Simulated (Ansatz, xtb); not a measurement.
Two structures of HN2Si+

We compare I, `N=[N+]=[Si]`, a singlet, with II, a singlet given by its coordinates. Both are isolated ions in the gas phase, relaxed with B3LYP-D3(BJ)/6-311G**.

I (Å):

```xyz
4

N    -0.0569    0.0276   -0.2388
N     0.0809    0.2700    0.9366
Si    0.0368   -0.1406   -1.9157
H    -0.6949   -0.1270    1.5134
```

II (Å):

```tsv
atom	x (Å)	y (Å)	z (Å)
N	-1.3126	-0.0936	0.8335
N	-0.0749	-0.1997	0.8531
Si	-0.7236	-1.5279	1.9207
H	0.5546	0.4338	0.3277
```

Close contacts (Å): N1–N2 1.24, N1–Si3 1.89, N2–Si3 1.82, N2–H4 1.04.

Quicker runs give these differences E(II) − E(I): GFN2-xTB +13.2 kcal/mol; HF/STO-3G −21.3 kcal/mol (at GFN2-xTB geometries); r2SCAN-D4/def2-SVP −6.4 kcal/mol (at GFN2-xTB geometries).

Task: Which of the two would you expect CCSD(T)/def2-TZVPP electronic energies to favour?

Result: Structure II; the calculation gives E(II) − E(I) = −10.4 kcal/mol.

Level by level:

| level | geometry | E(II) − E(I) (kcal/mol) | departure from the last row (kcal/mol) | job, with rough time for the two |
| --- | --- | --- | --- | --- |
| GFN2-xTB | GFN2-xTB | +13.2 | +23.6 | optimisation, 0.08 s |
| HF/STO-3G | GFN2-xTB | −21.3 | −10.9 | single point, 0.12 s |
| r2SCAN-D4/def2-SVP | GFN2-xTB | −6.4 | +4.1 | single point, 2.1 s |
| B3LYP-D3(BJ)/6-311G** | B3LYP-D3(BJ)/6-311G** | −6.3 | +4.1 | optimisation, 12 s |
| HF/def2-TZVPP | B3LYP-D3(BJ)/6-311G** | −12.8 | −2.4 | part of the CCSD(T) run |
| MP2/def2-TZVPP | B3LYP-D3(BJ)/6-311G** | −12.7 | −2.2 | part of the CCSD(T) run |
| CCSD(T)/def2-TZVPP | B3LYP-D3(BJ)/6-311G** | −10.4 |  | single point, 16 s |

GFN2-xTB puts the two in the other order. The largest departure from CCSD(T)/def2-TZVPP is that of GFN2-xTB, 23.6 kcal/mol.

With harmonic frequencies from B3LYP-D3(BJ)/6-311G** (ideal gas, rigid rotor, one conformer each, 298.15 K, 1 atm): on the last row, ΔE + ΔZPE = −9.3, ΔH = −9.7, ΔG = −9.4 kcal/mol.

The T1 diagnostic of structures I and II is large, so the coupled-cluster value is less sure. The correlated steps freeze 7 core orbitals. Programs: Ansatz 0.2.0, xtb 6.7.1; the last row on 1 thread of Arm Neoverse V2 on a shared host.
